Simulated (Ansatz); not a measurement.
B(NH3)H3 (BNH6). Total charge 0; triplet. Geometry r2SCAN-D4/def2-TZVP, that of the neutral singlet; atoms count from 1.

Cartesian coordinates in Å:
```
B 0.6369 0.1224 -0.5406
N -0.6079 -0.1169 0.5160
H -1.4639 -0.3562 0.0235
H -0.7875 0.7197 1.0640
H -0.3984 -0.8730 1.1617
H 1.5894 0.3987 0.1539
H 0.2753 1.0345 -1.2501
H 0.7561 -0.9293 -1.1285
```

At PBE0-D4/def2-TZVP a singlet of charge 0 lies 6.91 eV below the triplet at the same geometry.

(1) Estimate the Mulliken populations from the PBE0/def2-TZVP orbitals of Ansatz.

(2) Where does the spin sit?

## Answers

(1) 
| atom | charge (e) | spin (α − β) |
| --- | --- | --- |
| B1 | -0.91 | 1.11 |
| N2 | 0.28 | -0.61 |
| H3 | 0.03 | 0.30 |
| H4 | 0.03 | 0.31 |
| H5 | 0.03 | 0.31 |
| H6 | 0.14 | 0.09 |
| H7 | 0.14 | 0.09 |
| H8 | 0.27 | 0.39 |
Mulliken values and Mayer orders depend strongly on the basis.

(2) Summed by element: B 1.11, N -0.61, H 1.50, of 2 unpaired in all. Largest on single atoms: B1 1.11, N2 -0.61, H8 0.39.
